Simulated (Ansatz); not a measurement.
Reaction (SMILES): N(=O)[O] → O=N[O-] (an electron is taken up)
B3LYP-D3(BJ)/def2-TZVP geometries, fixed; electronic energies without zero-point terms; positive where energy is released.
Largest species:
```
N
O 1 1.1906
O 1 1.1906 2 134.41
```
Charge 0, spin multiplicity 2.

Effect of a fitting basis named in the input at PBE0/aug-cc-pVTZ with Ansatz (a quantum-chemistry and plane-wave program), against the last row, where the adiabatic electron affinity is 2.01 eV. Open shells are unrestricted. The default fits or decomposes integrals by the program's own choice; accuracy: high also tightens integrals, grids and stops.

```tsv
setting	largest shift of a total energy (mEh)	shift of the adiabatic electron affinity (eV)
fitting: def2-SV(P)-JKFIT	-0.018	0.000
fitting: def2-universal-JKFIT	-0.018	0.000
fitting: cc-pVTZ-JKFIT	-0.178	0.005
fitting: cc-pVQZ-JKFIT	-0.178	0.004
fitting: cc-pV5Z-JKFIT	-0.175	0.004
accuracy: high	-0.004	0.000
accuracy: medium (default)	0.000	0.000
```

Within 0.002 eV in the adiabatic electron affinity: fitting: def2-SV(P)-JKFIT; fitting: def2-universal-JKFIT; accuracy: high. The largest shift is 0.178 mEh in a total energy and 0.005 eV in the difference.
